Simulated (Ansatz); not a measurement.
bcc Ta was calculated with BLYP in Ansatz (plane waves, PAW).

Numerical settings: plane-wave cutoff 520 eV, 28×28×28 k mesh, Fermi–Dirac smearing 0.055 eV (set by the program), scalar-relativistic PAW data made under PBE.

Computed at the level's own relaxed cell.

Hill averages of the elastic tensor: K = 180.9 GPa, G = 49.1 GPa. Volume 18.848 Å³/atom, mean atomic mass 180.948 u.

**Question.** Work out the density, the sound velocities of a polycrystal and the elastic Debye temperature, and Pugh's ratio at this level.

**Answer.** ρ = 1.66054 × 180.948/18.848 = 15.942 g/cm³. v_l = √[(K + 4G/3)/ρ] = 3.931 km/s and v_t = √(G/ρ) = 1.755 km/s. The mean follows from 3/v_m³ = 1/v_l³ + 2/v_t³: v_m = 1.980 km/s. Θ_D = (ħ/k_B) v_m (6π²/V)^(1/3) = 76.38 K Å s/km × 1.980 × 1.4646 Å⁻¹ = 222 K, counting all atoms of the cell. K/G = 3.68, to be set beside Pugh's rough bound of 1.75 between brittle and ductile metals.

Note: shear constants of such metals converge slowly with the k mesh.

Ansatz is a program for electronic structure.
